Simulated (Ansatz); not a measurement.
C5H10S, SMILES `C=CCSCC`, relaxed with RKS PBE-D4/def2-SVP in Ansatz 0.2.0 from a rough embedded geometry. The force threshold is 0.03 eV/Å; the program also tests the step.

Charge 0, multiplicity 1.

Start:

```xyz
16

C    -2.164    0.890    0.040
C    -1.384    0.680    1.033
C     0.049    1.040    1.070
S     1.129   -0.486    1.461
C     0.831   -1.390   -0.122
C     1.506   -0.715   -1.335
H    -3.201    0.608    0.015
H    -1.763    1.318   -0.928
H    -1.775    0.256    1.925
H     0.242    1.748    1.932
H     0.428    1.563    0.188
H     1.325   -2.360    0.034
H    -0.240   -1.539   -0.359
H     1.411   -1.334   -2.222
H     1.009    0.248   -1.564
H     2.598   -0.527   -1.169
```

```tsv
step	energy (eV)	largest force (eV/Å)	largest move (Å)
1	-16163.5576	4.175	0.000
2	-16163.8632	0.995	0.073
3	-16163.8830	0.457	0.138
4	-16163.8846	0.514	0.185
5	-16163.9064	0.114	0.117
6	-16163.9077	0.058	0.009
7	-16163.9081	0.025	0.011
```

End:

```xyz
16

C    -2.107    0.809   -0.059
C    -1.368    0.705    1.061
C     0.079    1.066    1.158
S     1.132   -0.426    1.426
C     0.835   -1.334   -0.136
C     1.474   -0.707   -1.370
H    -3.163    0.500   -0.087
H    -1.682    1.224   -0.990
H    -1.816    0.277    1.976
H     0.287    1.691    2.051
H     0.427    1.626    0.266
H     1.252   -2.344    0.062
H    -0.262   -1.458   -0.265
H     1.309   -1.345   -2.264
H     1.038    0.288   -1.595
H     2.566   -0.573   -1.233
```

Run time 24 s (2 threads of an AMD EPYC 7R13 on a shared host); peak host memory 0.24 GiB.
